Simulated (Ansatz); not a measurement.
Geometry optimisation, Ansatz, RKS PBE0-D4/def2-SVP.

input.yaml

```yaml
crystal:
  periodic: [false, false, false]
  atoms:
    - { symbol: C, position_ang: [0.78392, 1.30168, -1.72614] }
    - { symbol: Si, position_ang: [0.19616, 0.34137, -0.45088] }
    - { symbol: S, position_ang: [-1.25439, -0.44216, 1.24253] }
    - { symbol: H, position_ang: [1.74395, 1.08884, -2.18661] }
    - { symbol: H, position_ang: [-1.1579, -1.74974, 0.91595] }
    - { symbol: H, position_ang: [-0.31174, -0.53999, 2.20515] }
total_charge: 1
basis:
  gaussian: { orbitals: def2-SVP }
hamiltonian:
  xc: pbe0
  dispersion: d4
relax:
  f_tol: 0.02
  max_steps: 50
```

Launched with:

```bash
$ ansatz run input.yaml --threads 1 --pin off --max-ram 2048MiB --backend cpu --events-out ev --progress --plain --runs-dir out
```

Q: Where does it end, and by what steps?

A: The forces met the threshold. Limits of this set-up: the dipole of an ion depends on the origin. After 26 steps the energy has fallen by 2.716 eV; Si2 moved furthest, 2.04 Å. Parted: Si2–S3. Joined: C1–S3.

| step | energy less start (eV) | largest force component (eV/Å) | accepted |
| --- | --- | --- | --- |
| 0 | 0.0000 | 1.497 | yes |
| 1 | -0.2552 | 0.772 | yes |
| 2 | -0.4389 | 0.885 | yes |
| 3 | -0.6244 | 1.094 | yes |
| 4 | -0.8206 | 0.643 | yes |
| 5 | -0.8932 | 0.423 | yes |
| 6 | -1.0282 | 0.566 | yes |
| 7 | -1.0780 | 0.866 | yes |
| 8 | -1.1037 | 0.759 | yes |
| 9 | -1.0752 | 0.773 | no |
| 10 | -1.1317 | 0.211 | yes |
| 11 | -1.1446 | 0.155 | yes |
| 12 | -1.1671 | 0.276 | yes |
| 13 | -1.2198 | 0.681 | yes |
| 14 | -1.3551 | 0.813 | yes |
| 15 | -1.5492 | 1.265 | yes |
| 16 | -1.7548 | 1.415 | yes |
| 17 | -1.9369 | 1.427 | yes |
| 18 | -2.1063 | 1.475 | yes |
| 19 | -2.4150 | 0.946 | yes |
| 20 | -2.5909 | 0.606 | yes |
| 21 | -2.6794 | 0.849 | yes |
| 22 | -2.7030 | 0.490 | yes |
| 23 | -2.7134 | 0.161 | yes |
| 24 | -2.7160 | 0.089 | yes |
| 25 | -2.7163 | 0.021 | yes |
| 26 | -2.7163 | 0.004 | yes |

```xyz
6
Properties=species:S:1:pos:R:3
C 0.473 0.245 -0.544
Si 1.984 -0.601 -0.762
S -0.952 0.224 0.441
H 0.391 1.078 -1.268
H -1.395 -1.067 0.409
H -0.501 0.122 1.725
```

Whether the end is a true minimum wasn't checked by a vibrational analysis.

The run took 50 s on 1 thread of Intel(R) Xeon(R) Processor @ 2.70GHz, with other jobs on the host, peak memory 0.14 GiB.
